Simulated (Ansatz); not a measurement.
System (SMILES): [C-]#[NH+] (C-NH).
Atoms: C1, N2, H3. Bonds: C1-N2, N2-H3.

Basis-set convergence of the optimised C1-N2 bond length at PBE with Ansatz (a quantum-chemistry and plane-wave program). Cartesian d functions, on some or all atoms, in 6-31+G*; all else is spherical. Core-valence sets carry the plain set on hydrogen. No added dispersion term, no relativity. Reference: the value in aug-pcseg-3, 1.1746 Å, itself unsure by roughly 0.0001 Å (its mean distance from aug-cc-pVQZ, def2-QZVPPD, pcseg-3).

| basis | functions | optimised C1-N2 bond length (Å) |
|---|---|---|
| def2-SV(P) | 30 | 1.1844 |
| 6-31+G* | 40 | (withheld) |
| 6-311+G** | 50 | (withheld) |
| aug-cc-pVDZ | 55 | 1.1869 |
| aug-pcseg-1 | 55 | 1.1829 |
| cc-pVTZ | 74 | 1.1762 |
| cc-pCVTZ | 100 | (withheld) |
| aug-pcseg-2 | 115 | (withheld) |
| cc-pVQZ | 140 | 1.1747 |

Task: What belongs in the gaps?

Result: 
- 6-31+G*, optimised C1-N2 bond length (Å): 1.1863
- 6-311+G**, optimised C1-N2 bond length (Å): 1.1803
- cc-pCVTZ, optimised C1-N2 bond length (Å): 1.1758
- aug-pcseg-2, optimised C1-N2 bond length (Å): 1.1755
